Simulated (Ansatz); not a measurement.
# CH6BN: the cost of one run

Program: Ansatz 0.2.0. Level of theory: RKS BLYP/6-31G*. These are calculated values, not measurements.

### Step 1. The system as given

Bond lengths: B1–H2 1.190 Å, B1–N3 1.550 Å, N3–H4 1.060 Å, N3–H5 1.060 Å, B1–C6 1.600 Å, C6–H7 1.110 Å, C6–H8 1.110 Å, C6–H9 1.110 Å. Angles: H2–B1–N3 120.0°, H2–B1–C6 120.0°, N3–B1–C6 120.0°, B1–N3–H4 120.0°, B1–N3–H5 120.0°, H4–N3–H5 120.0°, B1–C6–H7 109.5°, B1–C6–H8 109.5°, B1–C6–H9 109.5°, H7–C6–H8 109.4°, H7–C6–H9 109.4°, H8–C6–H9 109.4°.

As a file:

```xyz
9

B     0.0000    0.0000    0.0000
H     0.0000    0.0000    1.1900
N     1.3423    0.0000   -0.7750
H     1.8089   -0.9179   -1.0268
H     1.7937    0.9179   -1.0532
C    -1.3856    0.0000   -0.8000
H    -1.9458   -0.9305   -0.5708
H    -1.9898    0.8797   -0.4946
H    -1.1839    0.0508   -1.8903
```

### Step 2. Relaxing the start

input.yaml

```yaml
crystal:
  periodic: [false, false, false]
  atoms:
    - { symbol: B, position_ang: [0.0, 0.0, 0.0] }
    - { symbol: H, position_ang: [0.0, 0.0, 1.19] }
    - { symbol: "N", position_ang: [1.3423, 0.0, -0.775] }
    - { symbol: H, position_ang: [1.8089, -0.9179, -1.0268] }
    - { symbol: H, position_ang: [1.7937, 0.9179, -1.0532] }
    - { symbol: C, position_ang: [-1.3856, 0.0, -0.8] }
    - { symbol: H, position_ang: [-1.9458, -0.9305, -0.5708] }
    - { symbol: H, position_ang: [-1.9898, 0.8797, -0.4946] }
    - { symbol: H, position_ang: [-1.1839, 0.0508, -1.8903] }
basis:
  gaussian: { orbitals: "6-31G*" }
hamiltonian:
  xc: blyp
relax:
  f_tol: 0.02
  max_steps: 40
output:
  orbitals: {}
```

On the command line:

```sh
$ ansatz run input.yaml --threads 1 --pin off --max-ram 2048MiB --backend cpu --events-out ev --progress --plain --runs-dir out
```

What time and memory should one allow on 1 thread of Intel Xeon 6975P-C (Granite Rapids), shared host?

About 11 s, with a peak of 0.13 GiB.
